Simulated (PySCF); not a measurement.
# H4O2: 2 × water

Made of 2 × water. The whole: neutral, singlet.

| part | name | SMILES | atoms | charge | multiplicity |
| --- | --- | --- | --- | --- | --- |
| 1 | water | O | 1–3 | 0 | 1 |
| 2 | water | O | 4–6 | 0 | 1 |

```xyz
6

O    -0.0689   -0.1092    0.2741
H    -0.5967   -0.4192   -0.4672
H     0.5868    0.4787   -0.1111
O    -1.4640    1.7760    1.9590
H    -1.5753    1.4417    2.8512
H    -1.0481    1.0528    1.4664
```
Atoms count from 1 in this order.

In these coordinates O1···H6 is 1.931 Å. Part 2 is then moved rigidly along that line, all else held; at short range other atoms may come into contact.

The starting structure comes from a short search with a few starts; no frequency run checks that it is a minimum, and another way of binding may lie lower.

Computed with PySCF: CCSD(T)/aug-cc-pVDZ and MP2/aug-cc-pVTZ, aug-cc-pVQZ counterpoise interaction energy, frozen core, gas phase. Geometry: PBE0-D3(BJ)/def2-TZVPD.

Counterpoise energies in kJ/mol, cluster less the parts frozen as they stand in it; small is aug-cc-pVDZ, large aug-cc-pVQZ. Estimated limit: HF in aug-cc-pVQZ, MP2 correlation extrapolated as X⁻³ from aug-cc-pVTZ and aug-cc-pVQZ, and CCSD(T) less MP2 in aug-cc-pVDZ; it isn't the exact limit.

Results

```
O1···H6 (Å)  HF large  MP2 large  SCS-MP2 large  CCSD(T) small  CCSD(T) limit est.
      1.738      -8.7      -17.1          -14.1          -12.9               -17.2
      1.834     -12.7      -19.6          -17.1          -16.4               -19.7
      1.931     -14.8      -20.4          -18.4          -18.1               -20.7
      2.028     -15.6      -20.3          -18.6          -18.5               -20.5
      2.124     -15.7      -19.5          -18.1          -18.2               -19.7
      2.414     -13.7      -15.7          -14.9          -15.2               -15.9
      2.897      -9.1       -9.8           -9.5           -9.6                -9.9
      3.862      -4.1       -4.0           -4.0           -4.0                -4.0
```

The 8 runs took 4.8 min in all, one thread each of Arm Neoverse V1 on a shared host, launched as `OMP_NUM_THREADS=1 python cluster_run.py task.json out`.
